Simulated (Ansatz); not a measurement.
**[H···H···S], triplet: transfer scan**

Starting geometry:

```xyz
3

H     0.0000    0.0000   -1.1643
H     0.0000    0.0000   -0.4193
S     0.0000    0.0000    1.5837
```

From there H2 is moved from one fragment to the other while all else, the fragments' distance too, stays fixed; atoms are numbered as listed. Energies are in kJ/mol, counted from the starting geometry at the same level.

Basis 6-31G; Ansatz 0.2.0. Correlated methods freeze the noble-gas cores. Prefix R: restricted or restricted open-shell reference; prefix U: unrestricted. Active spaces: valence = (8e, 6o) chosen from the atoms' valence shells.

Runs in a small pair space aren't shown, since their orbitals change along the scan.

Full CI is exact within this basis and frozen core; it isn't the basis-set limit. The frozen core follows each run's orbitals, which can shift R against U totals by a few meV.

```tsv
distance H1-H2 (Å)	full CI	unpaired electrons (full CI)	error RHF	error UMP2	error UCCSD	error UCCSDT	error UCCSDT(Q)	error MRCISD+Q (valence space)
0.693	1.6	2.01	-4.1	-1.6	-0.1	0.0	0.0	-0.1
0.745	0.0	2.01	0.0	0.0	0.0	0.0	0.0	0.0
0.834	17.0	2.01	8.5	3.2	0.2	0.0	0.0	0.1
0.923	46.6	2.02	20.0	7.3	0.4	0.0	0.0	0.2
1.012	78.1	2.02	35.6	11.5	0.7	0.1	0.0	0.1
1.101	103.2	2.03	52.6	12.8	1.0	0.1	0.0	0.0
1.190	117.4	2.03	43.2	9.4	1.1	0.1	0.0	0.0
1.279	123.0	2.02	24.4	3.6	0.9	0.1	0.0	0.0
1.368	128.4	2.01	10.0	-1.5	0.6	0.1	0.0	0.0
```

Unpaired electrons are Σ n²(2−n)² over natural occupations. Errors are those of relative energies. In total energy the starting point itself misses full CI by: RHF 134.8, UMP2 35.2, UCCSD 0.9, UCCSDT 0.0, UCCSDT(Q) 0.0, MRCISD+Q (valence space) 0.9 kJ/mol.

Spread of the error over the points with a reference, to 1.368 Å (largest less smallest): UCCSDT(Q) 0.0, UCCSDT 0.1, MRCISD+Q (valence space) 0.3, UCCSD 1.1, UMP2 14.4, RHF 56.7 kJ/mol.
